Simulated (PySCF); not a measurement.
**Vertical excitation energies**

C4H9Cl.
Atom-mapped SMILES: `[CH3:1][CH2:2][CH2:3][CH2:4][Cl:5]` (hydrogens: H6, H7, H8 on C1; H9, H10 on C2; H11, H12 on C3; H13, H14 on C4)

Method used: TDDFT B3LYP/def2-SVPD, vertical, gas phase, core orbitals frozen in the response (PySCF 2.14.0, density-fitted response routines). The structure is a single GFN2-xTB conformer in the gas phase; no vibrational or solvent corrections. Torsions of this conformer, `[CH3:1][CH2:2][CH2:3][CH2:4][Cl:5]`: C1–C2–C3–C4 180°, C2–C3–C4–Cl5 180°.

```json
{"state": "S1", "E (eV)": "7.18", "λ (nm)": "172.6", "ν̃ (cm⁻¹)": "57930", "f": "0.0024", "symmetry": "A′", "main configurations (H = HOMO, L = LUMO)": "H→L (80%), H→L+1 (16%)"}
{"state": "S2", "E (eV)": "7.23", "λ (nm)": "171.5", "ν̃ (cm⁻¹)": "58300", "f": "0.0013", "symmetry": "–", "main configurations (H = HOMO, L = LUMO)": "H-1→L (75%), H-1→L+1 (20%)"}
{"state": "S3", "E (eV)": "7.73", "λ (nm)": "160.3", "ν̃ (cm⁻¹)": "62360", "f": "0.040", "symmetry": "A′", "main configurations (H = HOMO, L = LUMO)": "H→L+1 (56%), H→L+2 (27%), H→L (16%)"}
{"state": "S4", "E (eV)": "7.76", "λ (nm)": "159.8", "ν̃ (cm⁻¹)": "62580", "f": "0.014", "symmetry": "A″", "main configurations (H = HOMO, L = LUMO)": "H-1→L+1 (46%), H-1→L+2 (34%), H-1→L (19%)"}
{"state": "S5", "E (eV)": "8.11", "λ (nm)": "152.8", "ν̃ (cm⁻¹)": "65440", "f": "0.0029", "symmetry": "A′", "main configurations (H = HOMO, L = LUMO)": "H→L+2 (70%), H→L+1 (25%)"}
{"state": "S6", "E (eV)": "8.19", "λ (nm)": "151.5", "ν̃ (cm⁻¹)": "66030", "f": "0.0017", "symmetry": "–", "main configurations (H = HOMO, L = LUMO)": "H-1→L+2 (62%), H-1→L+1 (31%)"}
{"state": "S7", "E (eV)": "8.43", "λ (nm)": "147.0", "ν̃ (cm⁻¹)": "68020", "f": "0.0039", "symmetry": "A″", "main configurations (H = HOMO, L = LUMO)": "H→L+4 (97%)"}
{"state": "S8", "E (eV)": "8.44", "λ (nm)": "146.8", "ν̃ (cm⁻¹)": "68110", "f": "0.012", "symmetry": "A′", "main configurations (H = HOMO, L = LUMO)": "H→L+3 (85%), H-1→L+4 (10%)"}
```

Triplets (Tamm–Dancoff): T1 6.61 eV, H→L (57%), H→L+1 (29%); T2 6.62 eV, H-1→L (59%), H-1→L+1 (29%); T3 7.59 eV, H→L+1 (34%), H→L (33%), H→L+2 (30%).

The lowest singlet comes at 173 nm (693 kJ/mol) in the vacuum ultraviolet; it is very weak; its leading configuration is HOMO→LUMO (80%). The strongest level in the table is S3 at 7.73 eV (160 nm, f = 0.040). Löwdin shares by element: HOMO chlorine 73%, carbon 18% or more; LUMO carbon 33% or more, chlorine 26% (atoms not listed hold the other 41%). Of the 8 states listed, 3 reach f = 0.01 and none stays under 0.0005. The oscillator strengths of these states sum to 0.078; summed over the whole spectrum of an exact calculation they would give the number of electrons, 50 (Thomas–Reiche–Kuhn). Weighted by f, the mean energy of these states is 7.88 eV. No computed singlet lies in the visible range (380 to 750 nm); the lowest, at 173 nm, stands 3.92 eV above its violet end (3.26 eV). Symmetry labels in Cs follow from the direction of the transition dipole and are given only for states with f of 0.002 or more. Singlets were solved by full linear response, triplets in the Tamm–Dancoff approximation.

On an Arm Neoverse V1 with one thread, shared host, this took 51 s.
